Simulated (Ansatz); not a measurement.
Predict the output of the script below (Ansatz 0.2.0, Python API).

`ch4mgo_cas.py`
```python
# -*- coding: utf-8 -*-
"""Active-space calculation on CH4MgO."""

import ansatz as az
from ase import Atoms

BASIS = "6-31G*"

atoms = Atoms(["C", "O", "Mg", "H", "H", "H", "H"], positions=[
    (-0.5901, 0.7596, -0.013),
    (-0.7844, -0.4026, 0.662),
    (0.8258, -1.4456, 0.1757),
    (-0.5037, 0.6146, -1.1179),
    (0.2898, 1.3079, 0.2923),
    (-1.5138, 1.4698, 0.1815),
    (2.3377, -2.3717, -0.2265),
])
system = az.Crystal.molecule_from_ase(atoms)

calculation = (
    system.calculation()
    .basis(gaussian=BASIS)
    .correlation(active_electrons=6, active_orbitals=6)  # correlation on top of the mean field
)
for method in ["sc_nevpt2"]:
    r = (calculation if method is None else calculation.correlation(method)).run(threads=1).report
    space = r["configurations"]
    state = space["states"][0]
    print(method or "casscf", f"total {r['free_energy_ev'] / 27.211386246:.6f} Ha, active-space state {state['energy']['hartree']:.6f} Ha, mean field {r['reference_energy_ev'] / 27.211386246:.6f} Ha")
    print("  determinants", state["n_determinants"], " natural occupations", [round(n, 3) for n in space["natural_occupations"]])
```

Output of `python ch4mgo_cas.py`:
```text
RunWarning: the results are in doubt because another end's mean lies 0.822 eV lower, and its corrected mean 0.362 eV higher
sc_nevpt2 total -314.977984 Ha, active-space state -314.690568 Ha, mean field -314.628598 Ha
  determinants 400  natural occupations [1.982, 1.979, 1.975, 0.025, 0.021, 0.019]
```
(Warnings from the package without file and line.)

Reading the output:
- Total energies depend on the basis set; only differences at equal settings carry meaning.
- The geometry is a force-field or estimated start, not a minimum of this method, and the basis set is short of its limit. The active space starts as a window about the frontier orbitals and is then optimised, not chosen by chemistry.
- A lower CASSCF solution was found and passed over, so the printed active-space state isn't the lowest.
- Finished in 7.5 s on 1 thread of Arm Neoverse V1, with other jobs on the host, peak memory 0.17 GiB.

(Lines on the test bed's own set-up are left out of the output.)
